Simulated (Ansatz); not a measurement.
in.yaml

```yaml
crystal:
  periodic: [false, false, false]
  atoms:
    - {symbol: Al, position_ang: [0.000000, -0.077208, -0.004061]}
    - {symbol: H, position_ang: [0.000000, 0.978141, -1.120097]}
    - {symbol: H, position_ang: [0.000000, 1.088633, 1.228819]}
basis:
  gaussian: {orbitals: aug-cc-pVDZ}
total_charge: -1
magnetization: {spin_polarized: true, initial_magnetization: 0}
correlation: {method: ccsdt_q, electrons: outside_noble_gas}
```

```sh
$ ansatz run in.yaml --threads 1 --pin off --events-out ev --progress --plain --max-ram 4096MiB --backend cpu
```

(1) Roughly how long does this take on 1 thread of AMD EPYC 7R13, shared host, and how much host memory?

```
761 factors; integrals over basis functions are off by at most 2.3e-7 eV
mean field evaluation 1: about -6612.4359 eV, gradient 5.6e0 eV
mean field evaluation 2: about -6612.4361 eV, gradient 5.6e0 eV
mean field evaluation 4: about -6612.9657 eV, gradient 4.8e-1 eV
mean field evaluation 8: about -6612.9767 eV, gradient 6.1e-3 eV
mean field evaluation 16: about -6613.1171 eV, gradient 5.9e-2 eV
mean field evaluation 32: about -6612.9767 eV, gradient 6.7e-5 eV
mean field evaluation 64: about -6612.5486 eV, gradient 4.0e0 eV
mean field evaluation 96: about -6611.7325 eV, gradient 3.3e0 eV
mean field evaluation 128: about -6613.1174 eV, gradient 5.6e-4 eV
mean field evaluation 160: about -6611.7724 eV, gradient 1.4e-1 eV
...
cycle  13  -3.00339779 eV  change   -2.2e-4 eV  update   1.3e-4
cycle  14  -3.00344927 eV  change   -5.1e-5 eV  update   6.7e-5
cycle  15  -3.00341174 eV  change    3.8e-5 eV  update   3.4e-5
cycle  16  -3.00340204 eV  change    9.7e-6 eV  update   1.8e-5
cycle  17  -3.00340724 eV  change   -5.2e-6 eV  update   8.5e-6
cycle  18  -3.00342300 eV  change   -1.6e-5 eV  update   5.4e-6
cycle  19  -3.00343367 eV  change   -1.1e-5 eV  update   2.9e-6
cycle  20  -3.00343495 eV  change   -1.3e-6 eV  update   1.4e-6
cycle  21  -3.00343561 eV  change   -6.6e-7 eV  update   7.7e-7
cycle  22  -3.00343546 eV  change    1.5e-7 eV  update   4.3e-7
perturbative correction -0.00402894 eV, -0.0001480608 hartree
Total energy: -6616.12481948 eV, -243.1381025454 hartree
```

Results:

(1) 15 s wall and 0.25 GiB.
